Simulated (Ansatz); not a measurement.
# CH₄O (triplet): from Hartree-Fock to the top rungs at distance O1–H3 along a hydrogen transfer = 1.084 Å, cc-pVDZ

One table from this session's results is given with a row withheld; the runs are named, their logs left out.

Method: cc-pVDZ, core rule «outside noble gas», up to 2 orbitals frozen; program: Ansatz 0.2.0, Gaussian basis.

The runs, in order: UHF; CCSD(T) on ROHF; CCSD(T) on UHF; BCCD(T) on ROHF; CISD; CCSDT(Q) on ROHF; CCSDT(Q) on UHF; CASSCF and MRCISD+Q, 4 electrons in 4 orbitals; CASSCF and NEVPT2, 4 electrons in 4 orbitals.

9 further runs of the same task are left out: 7 that didn't finish, 2 set aside as unsound or not needed.

## The geometry

The geometry derives from fragments relaxed apart (PBE0/def2-TZVP) and kept rigid, so it is no stationary point. A hydrogen atom is moved between rigid fragments.

6 atoms, charge 0, spin multiplicity 3.

Atoms are counted from 1 here; the program's logs count them from 0.

Bond lengths: O1–H2 0.960 Å, O1–H3 1.084 Å, H3–C4 1.255 Å, C4–H5 1.079 Å, C4–H6 1.079 Å. Angles: H2–O1–H3 105.1°, O1–H3–C4 180.0°, H3–C4–H5 112.6°, H3–C4–H6 112.6°, H5–C4–H6 134.8°.

The first run:

in.yaml

```yaml
crystal:
  periodic: [false, false, false]
  atoms:
    - {symbol: O, position_ang: [-1.076249, -0.029147, 0.000000]}
    - {symbol: H, position_ang: [-1.325558, 0.897428, 0.000000]}
    - {symbol: H, position_ang: [0.007751, -0.029147, 0.000000]}
    - {symbol: C, position_ang: [1.262751, -0.029147, 0.000000]}
    - {symbol: H, position_ang: [1.677220, -0.029147, 0.996161]}
    - {symbol: H, position_ang: [1.677219, -0.029147, -0.996161]}
basis:
  gaussian: {orbitals: cc-pVDZ}
magnetization: {spin_polarized: true, initial_magnetization: 2}
hamiltonian: {xc: hf}
output: {orbitals: {seedname: orbitals}}
```

Run with:

```sh
$ ansatz run in.yaml --threads 1 --pin off --events-out ev --progress --plain --max-ram 2393MiB
```

Among the steps run: UHF; CCSD(T) on ROHF; CCSD(T) on UHF; BCCD(T) on ROHF; CISD; CCSDT(Q) on ROHF; CCSDT(Q) on UHF; CASSCF and MRCISD+Q, 4 electrons in 4 orbitals; CASSCF and NEVPT2, 4 electrons in 4 orbitals.

One table of the session follows, with a row left open; its other results are not shown here.

It belongs to the step «Misses and costs». 

```
       method  from UCCSDT(Q) (meV)
         ROHF               +9863.9
          UHF               +9468.5
         RMP2                +958.0
         UMP2               +1056.1
         CISD                +999.2
        RCCSD                +233.8
        UCCSD                +221.6
     RCCSD(T)                 +38.4
     UCCSD(T)                 +38.0
      BCCD(T)                 +38.4
       RCCSDT                     ?
       UCCSDT                 +19.0
    RCCSDT(Q)                  +1.0
    UCCSDT(Q)                     0
  CASSCF pair               +9098.8
  NEVPT2 pair               +1034.9
  MRCISD pair                +881.7
MRCISD+Q pair                +129.1
```

Estimate the missing values for RCCSDT.

**Answer.** from UCCSDT(Q) (meV): +20.9. In the column «from UCCSDT(Q) (meV)» it lies between UCCSDT (+19.0) and UCCSD(T) (+38.0).

To keep in mind: Restricted and unrestricted rows rest on different reference determinants; where their highest levels disagree by more than a few hundredths of an eV, they describe different states and don't form one ladder.
